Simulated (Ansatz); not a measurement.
C2HClF2O, SMILES `O=CC(F)(F)Cl`, relaxed with RKS PBE0-D4/def2-TZVP in the Gaussian-basis code of Ansatz from a PBE-D4/def2-SVP geometry. The force threshold is 0.005 eV/Å; the program also tests the step.

Charge 0, multiplicity 1.

Start:

```xyz
7

O     1.402    1.004    0.811
C     0.870    0.354   -0.053
C    -0.517   -0.301    0.128
F    -0.921   -0.277    1.400
F    -0.480   -1.581   -0.302
Cl   -1.658    0.638   -0.907
H     1.304    0.164   -1.078
```

**Question.** How much energy does the relaxation release, and in how many steps? (Estimate.)

**Answer.** Computed: 4.41 kJ/mol, in 8 steps.

**Question.** Which bonds change most? (An estimate is asked.)

**Answer.** Computed: C3–Cl6 from 1.804 to 1.771 Å; C2–H7 from 1.129 to 1.106 Å; O1–C2 from 1.205 to 1.189 Å; C3–F4 from 1.335 to 1.322 Å.

**Question.** Give the relaxed structure. (Estimate.)

**Answer.** Computed: 
```xyz
7

O     1.403    0.968    0.806
C     0.866    0.352   -0.057
C    -0.518   -0.289    0.122
F    -0.919   -0.264    1.381
F    -0.473   -1.563   -0.288
Cl   -1.651    0.611   -0.899
H     1.292    0.185   -1.065
```
